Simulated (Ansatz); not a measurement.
How far each method lies from full CI for AsH, singlet

Geometry: a PBE0/def2-TZVP stationary point for this spin. The triplet lies 1.1 eV lower here.

```csv
atom,x (Å),y (Å),z (Å)
As,0.0000,0.0000,0.0000
H,0.0000,0.0000,1.5294
```

Basis aug-cc-pVDZ; Ansatz 0.2.0. Only valence electrons are correlated (noble-gas cores and the filled d shells of p-block atoms frozen), which leaves 6 electrons in 31 orbitals. Prefix R: restricted or restricted open-shell reference; prefix U: unrestricted. Active spaces: valence = (6e, 5o) chosen from the atoms' valence shells. No spin–orbit coupling is included, and no scalar relativity.

Full CI is exact within this basis and frozen core; it isn't the basis-set limit. The frozen core follows each run's orbitals, which can shift R against U totals by a few meV for light atoms and by up to 0.1 eV past Ca.

The determinant fills πx and πy unequally, so it is a mixture of Σ and Δ, which weighs on every level built on one determinant.

* UHF ⟨S²⟩: 1.025
* T1 diagnostic (RCCSD): 0.0105
* largest doubles amplitude (RCCSD): 0.343

```
                   level  E − E(full CI) (mEh)  share of correlation (%)  wall time
                     RHF                131.47                      0.00          –
                    RMP2                 40.82                     68.95          –
                    CISD                 19.28                     85.34     0.87 s
                   RCCSD                 11.90                     90.95          –
                RCCSD(T)                  6.24                     95.25     0.84 s
                 BCCD(T)                  6.33                     95.18     0.93 s
                 RCCSDT*                  0.49                     99.63          –
              RCCSDT(Q)*                 -0.18                    100.14      2.5 s
                RCCSDTQ*                  0.00                    100.00       17 s
  CASSCF (valence space)                 93.74                     28.70          –
  NEVPT2 (valence space)                 23.78                     81.91      1.3 s
  MRCISD (valence space)                  4.58                     96.52          –
MRCISD+Q (valence space)                 -0.80                    100.61      1.6 s
```

An asterisk marks runs whose energy the program itself flagged as in doubt.

The correlation energy at full CI, counted from RHF, is -3.578 eV. That run took 22 s on 1 thread of Arm Neoverse V2, shared host over 5,065,957 determinants.

Run but not shown, since their state or frozen core can't be matched to the reference's or they repeat it: UHF, UMP2, UCCSD, UCCSD(T), UCCSDT, UCCSDT(Q).

Times hold each run's SCF and search for its determinant on a shared host, so for small cases they say little of a method's own cost; they ran on 1 thread of Arm Neoverse V2.

More than 5 meV below full CI, which no variational method can be: RCCSDT(Q), MRCISD+Q (valence space).

Unrestricted levels hold only the spin's projection, and here they fall towards a lower state of higher spin.

The full-CI state has the irrep A1 of C2v, in the program's axes (one component, if the state is degenerate).

Natural occupations of full CI about the gap: 1.960 1.933 0.998 0.972 0.040 0.020 0.014 0.014 0.009 0.008; effectively unpaired electrons, Σ n²(2−n)², 2.03. No single determinant describes this state well, so single-reference rows can miss without a flag.
